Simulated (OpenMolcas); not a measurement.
## MgC⁻ at 2.211 Å: OpenMolcas input and output

Input (each module block was a call of its own in one work directory; start orbitals came from a preliminary run):

```
&GATEWAY
Coord
2
angstrom
Mg 0.0 0.0 0.0
C 0.0 0.0 2.2110
Basis=ANO-RCC-VTZP
Group=XY
RX2C
AMFI
ANGMom
0.0 0.0 0.0
RICD
&SEWARD
&GUESSORB
* RASSCF and CASPT2 blocks for each multiplicity and irrep, as for the first:
&RASSCF
FileOrb=$CurrDir/o41.orb
Symmetry=1
Spin=4
nActEl=7 0 0
Inactive=4 2
RAS2=4 4
CIRoot=2 2 1
Linear
Iterations=120 100
OrbListing=Nothing
PRWF=0.15
>>COPY $Project.RasOrb $CurrDir/o41.orb
>>COPY $Project.rasscf.h5 $CurrDir/r41.h5
&CASPT2
XMultistate=all
Imaginary=0.2
IPEA=0.25
MaxIter=40
>>COPY $Project.JobMix JOB001
&RASSI
Nr of JobIphs=5 2 6 4 4 2
1 2
1 2 3 4 5 6
1 2 3 4
1 2 3 4
1 2
SpinOrbit
EJob
Omega
MEES
MESO
Properties=4
'AngMom' 3 'Mltpl  1' 1 'Mltpl  1' 2 'Mltpl  1' 3
Thrs=1.0d-4
>>COPY $Project.rassi.h5 $CurrDir/so.h5
```

```bash
pymolcas m.inp
```

C2 symmetry about the axis (a holds Σ, Δ, Γ; b holds Π, Φ, H; Σ⁺ and Σ⁻ are not told apart); roots by multiplicity and irrep: 4a 2, 2b 6, 4b 4, 2a 4, 6b 2.

RASSI part of the output, in excerpt:

```
SPIN-FREE ENERGIES:
  (Shifted by EMIN (a.u.) =       -238.0052076939)
 SF State       Relative EMIN(au)   Rel lowest level(eV)    D:o, cm**(-1)      Abs_M
     1             0.0000000000        0.0000000000              0.0000         0.0
     3             0.0282121834        0.7676926187           6191.8585         1.0
     4             0.0282121872        0.7676927223           6191.8594         1.0
    13             0.0450828962        1.2267681017           9894.5520         0.0
     9             0.0495679844        1.3488135677          10878.9151         1.0
    10             0.0495679934        1.3488138126          10878.9171         1.0
    14             0.0520198739        1.4155328814          11417.0426         2.0
    15             0.0521214110        1.4182958475          11439.3275         2.0
     5             0.0600481168        1.6339924990          13179.0383         1.0
     6             0.0600481250        1.6339927218          13179.0401         1.0
    16             0.0682020998        1.8558736797          14968.6307         0.0
    17             0.0722665845        1.9664739427          15860.6820         1.0
    18             0.0722665916        1.9664741361          15860.6835         1.0
     2             0.0774100789        2.1064355567          16989.5485         0.0
     7             0.0868823055        2.3641879742          19068.4620         1.0
     8             0.0868823478        2.3641891232          19068.4712         1.0
    12             0.0944167583        2.5692108788          20722.0832         1.0
    11             0.0944167583        2.5692108788          20722.0832         1.0
++ Dipole transition strengths (spin-free states):
     for osc. strength at least  1.00000000E-05
      From   To        Osc. strength     Einstein coefficients Ax, Ay, Az (sec-1)    Total A (sec-1)
         1    9       5.18022566E-04  4.08926825E+04  1.55173602E+00  0.00000000E+00  4.08942342E+04
         1   10       5.18024776E-04  1.55197356E+00  4.08928715E+04  0.00000000E+00  4.08944235E+04
         1    2       3.60130762E-02  0.00000000E+00  0.00000000E+00  6.93371718E+06  6.93371718E+06
         1   12       9.48229737E-02  2.71493138E+07  1.02396069E+04  0.00000000E+00  2.71595534E+07
         1   11       9.48229763E-02  1.02398507E+04  2.71493143E+07  0.00000000E+00  2.71595542E+07
         3   13       6.19596970E-04  5.66606977E+03  6.67536535E-02  0.00000000E+00  5.66613652E+03
         3   14       4.75730456E-04  3.01055797E+02  8.36270347E+03  0.00000000E+00  8.66375927E+03
         3   15       4.77760106E-04  8.47022802E+03  3.04867645E+02  0.00000000E+00  8.77509567E+03
         3    5       1.17543630E-03  0.00000000E+00  0.00000000E+00  3.82776402E+04  3.82776402E+04
         3   16       2.12952757E-03  1.17839851E+00  1.09418427E+05  0.00000000E+00  1.09419605E+05
         3    8       1.58907161E-04  0.00000000E+00  0.00000000E+00  1.75747421E+04  1.75747421E+04
         4   13       6.19605086E-04  6.63227438E-02  5.66614186E+03  0.00000000E+00  5.66620818E+03
         4   14       4.75715949E-04  8.36250601E+03  3.00986279E+02  0.00000000E+00  8.66349229E+03
         4   15       4.77747564E-04  3.04885886E+02  8.46997663E+03  0.00000000E+00  8.77486251E+03
         4    6       1.17542518E-03  0.00000000E+00  0.00000000E+00  3.82772888E+04  3.82772888E+04
         4   16       2.12954955E-03  1.09419533E+05  1.18028186E+00  0.00000000E+00  1.09420713E+05
         4    7       1.58909231E-04  0.00000000E+00  0.00000000E+00  1.75749435E+04  1.75749435E+04
        13    5       3.10078716E-03  2.23125340E+04  9.69668840E-03  0.00000000E+00  2.23125437E+04
        13    6       3.10085233E-03  9.94418436E-03  2.23130272E+04  0.00000000E+00  2.23130371E+04
        13    7       3.08829753E-03  5.42994342E-02  1.73368492E+05  0.00000000E+00  1.73368546E+05
        13    8       3.08828983E-03  1.73368411E+05  5.33261468E-02  0.00000000E+00  1.73368464E+05
         9    2       5.79571935E-04  1.44346259E+04  5.48588975E-01  0.00000000E+00  1.44351745E+04
         9   12       1.62293244E-03  0.00000000E+00  0.00000000E+00  1.04884781E+05  1.04884781E+05
        10    2       5.79573098E-04  5.48803976E-01  1.44346453E+04  0.00000000E+00  1.44351941E+04
        10   11       1.62291801E-03  0.00000000E+00  0.00000000E+00  1.04883806E+05  1.04883806E+05
        14    5       5.90725802E-04  4.42528883E+01  1.17906078E+03  0.00000000E+00  1.22331367E+03
        14    6       5.90723781E-04  1.17907186E+03  4.42401164E+01  0.00000000E+00  1.22331198E+03
        14    7       2.60220042E-04  9.79423878E+03  3.67475451E+02  0.00000000E+00  1.01617142E+04
        14    8       2.60221122E-04  3.67675796E+02  9.79410522E+03  0.00000000E+00  1.01617810E+04
        15    5       5.83260447E-04  1.13490442E+03  4.25900612E+01  0.00000000E+00  1.17749449E+03
        15    6       5.83245642E-04  4.25890598E+01  1.13487797E+03  0.00000000E+00  1.17746703E+03
        15    7       2.59455535E-04  3.64392970E+02  9.70853458E+03  0.00000000E+00  1.00729275E+04
        15    8       2.59465930E-04  9.70896735E+03  3.64388229E+02  0.00000000E+00  1.00733556E+04
         5   16       4.90777863E-04  7.22222711E-04  1.04841965E+03  0.00000000E+00  1.04842037E+03
         5    8       3.80543671E-04  0.00000000E+00  0.00000000E+00  8.80427693E+03  8.80427693E+03
         6   16       4.90759967E-04  1.04837930E+03  7.35398635E-04  0.00000000E+00  1.04838004E+03
         6    7       3.80539379E-04  0.00000000E+00  0.00000000E+00  8.80414454E+03  8.80414454E+03
         2   12       8.90488705E-04  8.27207733E+03  3.11978891E+00  0.00000000E+00  8.27519712E+03
         2   11       8.90487000E-04  3.11987101E+00  8.27206141E+03  0.00000000E+00  8.27518128E+03
 Electric-quadrupole - electric-quadrupole not included
 Electric-dipole - electric-octupole not included
 Electric-dipole - magnetic-quadrupole not included
   Eigenvalues of complex Hamiltonian:
  (Shifted by EMIN (a.u.) =       -238.0052076939)
 SO State       Relative EMIN(au)   Rel lowest level(eV)    D:o, cm**(-1)      Omega
     1            -0.0000001408        0.0000000000              0.0000         0.5
     2            -0.0000001408        0.0000000000              0.0000         0.5
     3            -0.0000000586        0.0000022382              0.0181         1.5
     4            -0.0000000586        0.0000022382              0.0181         1.5
     5             0.0281741605        0.7666617968           6183.5444         1.5
     6             0.0281741605        0.7666617968           6183.5444         1.5
     7             0.0282501219        0.7687288098           6200.2160         0.5
     8             0.0282501219        0.7687288098           6200.2160         0.5
     9             0.0450823007        1.2267557299           9894.4522         0.5
    10             0.0450823007        1.2267557299           9894.4522         0.5
    11             0.0495593007        1.3485811048          10877.0402         2.5
    12             0.0495593007        1.3485811048          10877.0402         2.5
    13             0.0495650531        1.3487376368          10878.3027         1.5
    14             0.0495650531        1.3487376368          10878.3027         1.5
    15             0.0495708308        1.3488948543          10879.5707         0.5
    16             0.0495708308        1.3488948543          10879.5707         0.5
    17             0.0495766457        1.3490530857          10880.8469         0.5
    18             0.0495766457        1.3490530857          10880.8469         0.5
    19             0.0520198881        1.4155370991          11417.0767         2.0
    20             0.0520198881        1.4155370991          11417.0767         2.0
    21             0.0521215302        1.4183029225          11439.3845         2.1
    22             0.0521215302        1.4183029225          11439.3845         2.1
    23             0.0599968642        1.6326016777          13167.8206         0.5
    24             0.0599968642        1.6326016777          13167.8206         0.5
    25             0.0600994127        1.6353921639          13190.3274         1.5
    26             0.0600994127        1.6353921639          13190.3274         1.5
    27             0.0682022344        1.8558811755          14968.6912         0.5
    28             0.0682022344        1.8558811755          14968.6912         0.5
    29             0.0722203025        1.9652183790          15850.5552         1.5
    30             0.0722203025        1.9652183790          15850.5552         1.5
    31             0.0722388065        1.9657218973          15854.6163         0.5
    32             0.0722388065        1.9657218973          15854.6163         0.5
    33             0.0722572340        1.9662233356          15858.6607         0.5
    34             0.0722572340        1.9662233356          15858.6607         0.5
    35             0.0722755137        1.9667207518          15862.6726         1.5
    36             0.0722755137        1.9667207518          15862.6726         1.5
    37             0.0722936873        1.9672152811          15866.6613         2.5
    38             0.0722936873        1.9672152811          15866.6613         2.5
    39             0.0723117481        1.9677067397          15870.6252         3.5
    40             0.0723117481        1.9677067397          15870.6252         3.5
    41             0.0774112506        2.1064712710          16989.8366         0.5
    42             0.0774112506        2.1064712710          16989.8366         0.5
    43             0.0774113958        2.1064752217          16989.8685         1.5
    44             0.0774113958        2.1064752217          16989.8685         1.5
    45             0.0868811870        2.3641613698          19068.2474         1.5
    46             0.0868811870        2.3641613698          19068.2474         1.5
    47             0.0868836469        2.3642283059          19068.7873         0.5
    48             0.0868836469        2.3642283059          19068.7873         0.5
    49             0.0944081104        2.5689793893          20720.2161         0.5
    50             0.0944081104        2.5689793893          20720.2161         0.5
    51             0.0944138926        2.5691367300          20721.4852         0.5
    52             0.0944138926        2.5691367300          20721.4852         0.5
    53             0.0944197173        2.5692952287          20722.7636         1.5
    54             0.0944197173        2.5692952287          20722.7636         1.5
    55             0.0944255849        2.5694548929          20724.0513         2.5
    56             0.0944255849        2.5694548929          20724.0513         2.5
 Weights of the five most important spin-orbit-free states for each spin-orbit state.
 SO State  Total energy (au)           Spin-free states, spin, and weights
    1        -0.000000       1 1.5  1.0000   16 0.5  0.0000    9 1.5  0.0000   10 1.5  0.0000   12 1.5  0.0000
    2        -0.000000       1 1.5  1.0000   16 0.5  0.0000    9 1.5  0.0000   10 1.5  0.0000   12 1.5  0.0000
    3        -0.000000       1 1.5  1.0000    5 0.5  0.0000    6 0.5  0.0000   10 1.5  0.0000    9 1.5  0.0000
    4        -0.000000       1 1.5  1.0000    5 0.5  0.0000    6 0.5  0.0000   10 1.5  0.0000    9 1.5  0.0000
    5         0.028174       3 0.5  0.5000    4 0.5  0.5000   14 0.5  0.0000   15 0.5  0.0000   10 1.5  0.0000
    6         0.028174       3 0.5  0.5000    4 0.5  0.5000   14 0.5  0.0000   15 0.5  0.0000   10 1.5  0.0000
    7         0.028250       4 0.5  0.5000    3 0.5  0.5000    9 1.5  0.0000   10 1.5  0.0000   16 0.5  0.0000
    8         0.028250       4 0.5  0.5000    3 0.5  0.5000    9 1.5  0.0000   10 1.5  0.0000   16 0.5  0.0000
    9         0.045082      13 0.5  0.9999    9 1.5  0.0000   10 1.5  0.0000   16 0.5  0.0000   11 1.5  0.0000
   10         0.045082      13 0.5  0.9999    9 1.5  0.0000   10 1.5  0.0000   16 0.5  0.0000   11 1.5  0.0000
   11         0.049559       9 1.5  0.5002   10 1.5  0.4997   14 0.5  0.0000   15 0.5  0.0000   11 1.5  0.0000
   12         0.049559       9 1.5  0.5002   10 1.5  0.4997   14 0.5  0.0000   15 0.5  0.0000   11 1.5  0.0000
   13         0.049565       9 1.5  0.5008   10 1.5  0.4992   14 0.5  0.0000   15 0.5  0.0000    7 0.5  0.0000
   14         0.049565       9 1.5  0.5008   10 1.5  0.4992   14 0.5  0.0000   15 0.5  0.0000    7 0.5  0.0000
   15         0.049571      10 1.5  0.5008    9 1.5  0.4992   13 0.5  0.0000    8 0.5  0.0000    7 0.5  0.0000
   16         0.049571      10 1.5  0.5008    9 1.5  0.4992   13 0.5  0.0000    8 0.5  0.0000    7 0.5  0.0000
   17         0.049577      10 1.5  0.5002    9 1.5  0.4997   13 0.5  0.0001   12 1.5  0.0000   11 1.5  0.0000
   18         0.049577      10 1.5  0.5002    9 1.5  0.4997   13 0.5  0.0001   12 1.5  0.0000   11 1.5  0.0000
   19         0.052020      14 0.5  0.9994   15 0.5  0.0005   10 1.5  0.0000    9 1.5  0.0000    6 0.5  0.0000
   20         0.052020      14 0.5  0.9994   15 0.5  0.0005   10 1.5  0.0000    9 1.5  0.0000    6 0.5  0.0000
   21         0.052122      15 0.5  0.9994   14 0.5  0.0005   10 1.5  0.0000    9 1.5  0.0000    6 0.5  0.0000
   22         0.052122      15 0.5  0.9994   14 0.5  0.0005   10 1.5  0.0000    9 1.5  0.0000    6 0.5  0.0000
   23         0.059997       5 0.5  0.5000    6 0.5  0.5000   16 0.5  0.0000    2 1.5  0.0000   13 0.5  0.0000
   24         0.059997       5 0.5  0.5000    6 0.5  0.5000   16 0.5  0.0000    2 1.5  0.0000   13 0.5  0.0000
   25         0.060099       6 0.5  0.5000    5 0.5  0.5000   15 0.5  0.0000   14 0.5  0.0000    2 1.5  0.0000
   26         0.060099       6 0.5  0.5000    5 0.5  0.5000   15 0.5  0.0000   14 0.5  0.0000    2 1.5  0.0000
...
```

Only roots inside an energy window near the equilibrium distance were included, so the list of states is not complete; labels number the states computed. Each spin and symmetry block has orbitals of its own, averaged over its own roots, so gaps between blocks are less sure than gaps within one and near the minimum can be off by tenths of an eV, in bad cases by more. No Rydberg orbitals are active, so Rydberg states, and σ→σ* states whose orbital the CASSCF left unused, can be missing between those listed. CASPT2 splits the two components of degenerate states numerically, here by up to 22 cm⁻¹. For an anion, states above the electron-detachment threshold (often below 1 to 3 eV) are held by the basis set and are not bound levels. No roots were computed in block 6a (none fell in the window or the block failed), so states of that kind are missing and can lie low or lowest.
